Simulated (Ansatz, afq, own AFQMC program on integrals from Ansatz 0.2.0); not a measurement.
## Atomization energy of CO, triplet

```tsv
atom	x (Å)	y (Å)	z (Å)
O	0.0000	0.0000	0.0000
C	0.0000	0.0000	1.1955
```

Atoms in their ground-state spins without spin–orbit coupling (mostly on UHF) minus the molecule (UHF), without zero-point energy. The geometry is a stationary point, not shown to be a minimum.

Basis 6-31G. Noble-gas cores (and the filled d shells of Ga–Kr and In–Xe) are frozen. Integrals, coupled cluster, full CI and functionals: Ansatz 0.2.0; the random walks run on the same integrals in our own AFQMC program. The CISD trial takes its coefficients from CCSD amplitudes. Released means that phaseless walkers are propagated on without the constraint, phases kept. Error bars are statistical, one sigma. The errors of all members are added in quadrature.

Full CI on the same integrals is exact in this basis and with this determinant's frozen core.

Errors are counted within 6-31G, not against nature.

Cautions: CO (triplet): lower spins were not checked, strong correlation (T1 0.061, weight of the determinant 0.84, largest double 0.13), unrestricted determinant spin contaminated (⟨S²⟩ 2.28 against 2.00), its ph-AFQMC/CISD value lies 40 ± 5 meV above full CI.

```
level  atomization energy (kcal/mol)
 CCSD                           78.8
   HF                           25.3
```

From these cheaper values, estimate the atomization energy at the reference level in 6-31G.

82.4 kcal/mol (full CI in 6-31G).

```
         level  atomization energy (kcal/mol)  error against FCI (kcal/mol)
           MP2                           76.8                          -5.7
       CCSD(T)                           81.2                          -1.3
   ph-AFQMC/HF                     87.2 ± 0.6                     4.7 ± 0.6
 ph-AFQMC/CISD                     81.6 ± 0.1                    -0.9 ± 0.1
released AFQMC                     82.4 ± 0.2                     0.0 ± 0.2
```

Correlation beyond CCSD(T) adds 1.3 kcal/mol. The perturbative (T) step is worth +2.4 kcal/mol. Where the cautions show a poor determinant, the low rows tell how each method copes with it, not its usual error.

Released energies are given only where the last usable release times agree within the noise; a slower fall can still hide under it.
